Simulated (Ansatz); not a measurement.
Species: PH2 (charge 0, doublet). SMILES: [PH2]
Geometry from a B3LYP-D3(BJ)/def2-TZVP (Ansatz, a first-principles code) optimisation:
```
P
H 1 1.4234
H 1 1.4234 2 91.73
```
Charge 0, spin multiplicity 2.

Property: vertical ionisation energy (to the singlet state of charge +1; each state is the SCF solution reached for its spin; for the singlet the Hartree-Fock reference is unstable and T1 is 0.013), in eV. Correlated levels leave the core frozen unless marked. Open shells are spin-unrestricted. Spin-orbit coupling is left out. No relativistic terms. CBS(X,Y): correlation extrapolated as X^-3; Hartree-Fock from the larger set.

```tsv
level	program	vertical ionisation energy (eV)
r2SCAN/def2-TZVPD	Ansatz	10.17
CCSD/def2-QZVPPD	Ansatz	[?]
CCSD(T)/CBS(aug-cc-pV(T+d)Z,aug-cc-pV(Q+d)Z)	Ansatz	[?]
```

Task: Fill in the missing entries.

Result: 
- CCSD/def2-QZVPPD, vertical ionisation energy (eV): 9.74
- CCSD(T)/CBS(aug-cc-pV(T+d)Z,aug-cc-pV(Q+d)Z), vertical ionisation energy (eV): 9.82
